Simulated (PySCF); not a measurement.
Species: fluorophosphane, FH2P.
Atom-mapped SMILES: `[F:1][PH2:2]` (hydrogens: H3, H4 on P2)

Cartesian coordinates in Å at the PBE0-D3(BJ)/def2-SVP level; atoms count from 1:
```xyz
4
FH2P angstrom
F      0.738   -1.212   -0.042
P      0.283    0.280    0.412
H     -1.131    0.044    0.492
H      0.146    0.856   -0.896
```

Method used: core-valence-separated Tamm–Dancoff BHandHLYP/aug-pcX-1 (pcseg-1 on H, def2-SVPD on P) in PySCF, non-relativistic, gas phase, PBE0-D3(BJ)/def2-SVP geometry. BHandHLYP without relativity tends to put these K edges a few eV too low, so spacings mean more than positions.

The lowest roots of each edge with f over 0.003 (five at most, numbered afresh; weaker and dark ones are left out), with transition dipoles (au) in the frame of the coordinates:

```json
{"root": "1", "edge": "F", "E (eV)": "683.68", "μx": "0.0101", "μy": "-0.0359", "μz": "-0.0116"}
{"root": "2", "edge": "F", "E (eV)": "686.56", "μx": "-0.0136", "μy": "-0.0086", "μz": "0.0148"}
{"root": "3", "edge": "F", "E (eV)": "687.00", "μx": "0.0096", "μy": "-0.0131", "μz": "0.0012"}
{"root": "4", "edge": "F", "E (eV)": "688.59", "μx": "-0.0056", "μy": "-0.0124", "μz": "-0.0124"}
{"root": "5", "edge": "F", "E (eV)": "689.14", "μx": "-0.0190", "μy": "0.0033", "μz": "-0.0149"}
```

Task: What are the oscillator strengths?

Result: f = (2/3) ΔE |μ|², with ΔE in hartree (27.2114 eV):

```json
{"root": "1", "ΔE (Eh)": "25.1247", "|μ|² (au)": "0.001525", "f": "0.026", "core hole on": "F1"}
{"root": "2", "ΔE (Eh)": "25.2305", "|μ|² (au)": "0.000478", "f": "0.008", "core hole on": "F1"}
{"root": "3", "ΔE (Eh)": "25.2467", "|μ|² (au)": "0.000265", "f": "0.004", "core hole on": "F1"}
{"root": "4", "ΔE (Eh)": "25.3053", "|μ|² (au)": "0.000339", "f": "0.006", "core hole on": "F1"}
{"root": "5", "ΔE (Eh)": "25.3254", "|μ|² (au)": "0.000594", "f": "0.010", "core hole on": "F1"}
```

Task: Molecules are fixed in this frame and the field points along x. What effective strengths 3 f cos²θ do the roots have (θ between field and μ)?

Result: root 1 (F1): 0.005, root 2 (F1): 0.009, root 3 (F1): 0.005, root 4 (F1): 0.002, root 5 (F1): 0.018. Root 5 is the strongest. Averaged over all orientations cos²θ is 1/3, which gives f back.

